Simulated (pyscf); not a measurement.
Elementary routes open to `[O]=[AsH]` + `[AsH3]` in the gas phase (singlet surface):
A. `[O]=[As][AsH2]` + `[H][H]` (As–H, As–H broken; As–As, H–H formed)
B. `[AsH2][O][AsH2]` (As–H broken; As–O, As–H formed)

Structures and frequencies: ωB97X-D3(BJ)/def2-SVP in PySCF.

Question: Rank the routes by free-energy barrier at 600 K, lowest first, for ωB97M-D3(BJ)/def2-TZVP energies (ideal gas, 1 atm, RRHO with modes under 100 cm⁻¹ raised to 100, one conformer, R ln 2 for chiral ones without a mode under 150 cm⁻¹).

Answer: A (42.8 kcal/mol), B (47.4 kcal/mol)

Route A is the fastest of these, ahead of the next by 4.7 kcal/mol. The most stable products are those of B (ΔG = -9.9 kcal/mol), whose barrier is 4.7 kcal/mol higher: the kinetic and the thermodynamic product differ. At 1200 K A is still the fastest. B: On the product side the descent ends in a point that may be a rotor saddle (no frequency run), 1.3 kcal/mol over the lowest minimum found and 57.3 kcal/mol under the saddle at ωB97X-D3(BJ)/def2-TZVP. Only these routes are compared; each barrier is that of the saddle found, and lower ones may exist. Elements up to Kr have no core potential and no relativistic terms here.
